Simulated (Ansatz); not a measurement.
A made-up structure of BSiNH₅ (charge -1), singlet:

```xyz
8
angstrom
N -1.4859 0.2586 -0.6214
B -0.1542 0.3548 -0.6730
Si 0.4629 -0.3591 0.7099
H -1.6645 0.6499 -1.3633
H 0.7655 0.8403 -1.4855
H -0.6020 -0.9694 1.7324
H 1.3990 -1.4955 0.2514
H 1.2792 0.7204 1.4495
```

It is relaxed with PBE-D4/def2-SVPD and then PBE0-D4/def2-TZVPD (Ansatz 0.2.0). Atoms count as bonded within 1.22 times the sum of their covalent radii (H–H: 0.88 Å). The end point is not checked to be a true minimum.

(1) Does its bonding change? (Judge from chemistry; the calculation decides.)

## Answers

(1) The calculation gives: No: no bond forms or breaks.

Where it ends: The first stage lowers the energy by 3.02 eV in 7 steps. It ends as BSiNH₅ ([NH][BH][SiH3]), total charge -1:
```xyz
8
angstrom
N -1.6279 0.3948 -0.8899
B -0.2694 0.4088 -0.7832
Si 0.5944 -0.4345 0.8623
H -1.9375 0.8448 -1.7529
H 0.5370 0.8871 -1.5896
H -0.3304 -1.0373 1.8871
H 1.5714 -1.5575 0.5789
H 1.4624 0.4939 1.6873
```

Labels in which every atom is bracketed show which atoms are joined, not bond orders.

For scale, one of the runs: PBE0-D4/def2-TZVPD relaxation, 162 basis functions, launched by `ansatz run in.yaml --threads 2 --pin off --events-out ev --progress --plain --max-ram 4352MiB`. The run took about 20 s on 2 CPU threads of an Arm Neoverse V1 (shared host).
